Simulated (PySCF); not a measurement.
Compound: C4H9Cl.
Numbering: `[CH3:1][C:2]([CH3:3])([CH3:4])[Cl:5]` (hydrogens: H6, H7, H8 on C1; H9, H10, H11 on C3; H12, H13, H14 on C4)

The same species was optimised twice, with GFN2-xTB and with PBE0-D3(BJ)/def2-SVP (PySCF), and the same property calculations (PySCF, gas phase) were run on both structures.

```tsv
coordinate	GFN2-xTB	PBE0-D3(BJ)/def2-SVP	change
C2–Cl5 (Å)	1.812	1.830	+0.018
C1–H6 (Å)	1.088	1.102	+0.014
C4–H12 (Å)	1.088	1.102	+0.014
C3–H11 (Å)	1.088	1.102	+0.014
C1–H8 (Å)	1.087	1.099	+0.012
C4–H14 (Å)	1.087	1.099	+0.012
C4–H13 (Å)	1.087	1.099	+0.012
C1–H7 (Å)	1.087	1.099	+0.012
C3–H9 (Å)	1.087	1.099	+0.012
C3–H10 (Å)	1.087	1.099	+0.012
C2–C4 (Å)	1.522	1.519	-0.003
C1–C2 (Å)	1.522	1.519	-0.003
C2–C3 (Å)	1.522	1.520	-0.002
C2–C1–H8 (°)	110.6	110.9	+0.3
C2–C3–H9 (°)	110.6	110.9	+0.3
C4–C2–Cl5 (°)	107.4	107.1	-0.3
C2–C1–H7 (°)	110.6	110.9	+0.3
H10–C3–H11 (°)	108.7	108.4	-0.3
H6–C1–H7 (°)	108.7	108.4	-0.3
C2–C3–H10 (°)	110.6	110.9	+0.3
H6–C1–H8 (°)	108.7	108.4	-0.3
```

Rotational constants: A = 4558, B = 3047, C = 3047 MHz (GFN2-xTB) against A = 4544, B = 3022, C = 3021 MHz (PBE0-D3(BJ)/def2-SVP). Point groups within 0.08 Å: C3v and C3v. Atoms that the bonding makes alike are paired by their places after alignment.

On the GFN2-xTB structure: HOMO (eV) -8.24 [PBE0/pcSseg-1]; LUMO (eV) 0.92 [PBE0/pcSseg-1]; dipole (D) 2.27 [PBE0/pcSseg-1]; GIAO shielding of C1/C3/C4 (mean) (ppm) 150.5 [PBE0/pcSseg-1]; GIAO shielding of C2 (ppm) 117.5 [PBE0/pcSseg-1]; GIAO shielding of Cl5 (ppm) 685.7 [PBE0/pcSseg-1].

**Question.** What do these properties become on the PBE0-D3(BJ)/def2-SVP structure?

**Answer.** 
```
                                    property          level  on GFN2-xTB  on PBE0-D3(BJ)/def2-SVP  change
                                   HOMO (eV)  PBE0/pcSseg-1        -8.24                    -8.24    0.00
                                   LUMO (eV)  PBE0/pcSseg-1         0.92                     0.76   -0.16
                                  dipole (D)  PBE0/pcSseg-1         2.27                     2.32   +0.05
energy, GFN2-xTB geometry as zero (kcal/mol)  PBE0/pcSseg-1          0.0                     -0.3    -0.3
     GIAO shielding of C1/C3/C4 (mean) (ppm)  PBE0/pcSseg-1        150.5                    148.5    -2.0
                  GIAO shielding of C2 (ppm)  PBE0/pcSseg-1        117.5                    114.4    -3.1
                 GIAO shielding of Cl5 (ppm)  PBE0/pcSseg-1        685.7                    668.5   -17.2
```

The heavy atoms differ by 0.006 Å rms after alignment. Among all bonds C2–Cl5 changes most (+0.018 Å). Changes are differences of the printed values. Neither structure is proved a minimum here.
